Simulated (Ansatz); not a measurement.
Process, species as SMILES: C1=CC1 + 4 [H][H] (H2) → 3 C (CH4)
B3LYP-D3(BJ)/def2-TZVP geometries, fixed; electronic energies without zero-point terms.
Largest species:
```xyz
7

C     -0.0054     0.0051     0.8609
C     -0.0002    -0.6463    -0.4958
C      0.0065     0.6404    -0.5035
H      0.9023     0.0040     1.4624
H     -0.9206     0.0134     1.4509
H     -0.0016    -1.5779    -1.0322
H      0.0147     1.5655    -1.0509
```
Charge 0, spin multiplicity 1.

Basis-set convergence of the energy of full hydrogenation at CCSD(T) with Ansatz (a first-principles code). All functions are spherical. Cores are frozen. No added dispersion term, no relativity. Functions are those of the species that has most. Reference: Hartree-Fock in cc-pVQZ plus the correlation part extrapolated as X^-3 from cc-pVTZ and cc-pVQZ, -141.93 kcal/mol, itself unsure by roughly 0.22 kcal/mol (a third of the extrapolation step and of the last Hartree-Fock step). Deviations are taken from unrounded values. Cost is core time over that of 6-311G**, rough, on shared machines of one kind; a dash marks a row that isn't timed (too short, read off another run, short of memory, by another algorithm or on other hardware).

| basis | functions | energy of full hydrogenation (kcal/mol) | minus reference (kcal/mol) | cost |
|---|---|---|---|---|
| 6-31G | 35 | -137.92 | 4.00 | - |
| def2-SV(P) | 50 | -126.57 | 15.36 | - |
| 6-311G** | 78 | -139.69 | 2.24 | 1× |
| 6-311++G(2d,2p) | 121 | -143.30 | -1.37 | 2× |
| cc-pVTZ | 146 | -142.60 | -0.67 | 3× |
| pcseg-2 | 146 | -142.74 | -0.81 | 3× |
| jun-cc-pV(T+d)Z | 173 | -142.66 | -0.73 | 5× |
| def2-TZVPPD | 179 | -142.16 | -0.24 | 5× |
| 6-311++G(3df,3pd) | 189 | -141.38 | 0.55 | 7× |
